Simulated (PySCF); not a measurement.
**Aluminium: a sound run and one with changed settings**

Sound run: Al [Ne] 3s2 3p1, Al⁺ [Ne] 3s2. Calculation: PySCF 2.14, in aug-cc-pV(D+d)Z; the non-relativistic Hamiltonian (point nucleus). In the sound run the correlated levels freeze [Ne]. The sound run starts from symmetry-adapted Hartree-Fock orbitals and uses a fine grid where one is needed.

A second run was set up differently.

```
species   method  sound run (hartree)  changed run (hartree)  converged
     Al      UHF           -241.87429             -241.87429         no
     Al     BP86           -242.37968             -242.37967         no
     Al   M06-2X           -242.33920             -242.33920         no
    Al⁺      UHF           -241.66853             -241.66853        yes
    Al⁺     BP86           -242.15321             -242.15321        yes
    Al⁺   M06-2X           -242.12741             -242.12741        yes
    Al⁺      MP2           -241.69405             -241.67437        yes
    Al⁺  CCSD(T)           -241.70732             -241.70732        yes
```

Problem. What was changed?
A. a valence shell is frozen
B. angular grid far too coarse
C. too few SCF iterations
D. level shift left on

Solution. D. It used initial guess atom, at most 50 SCF cycles, level shift 2.0 hartree. A level shift leaves the converged SCF energy unchanged but raises the virtual orbital energies, which shrinks MP2 if it is not removed.
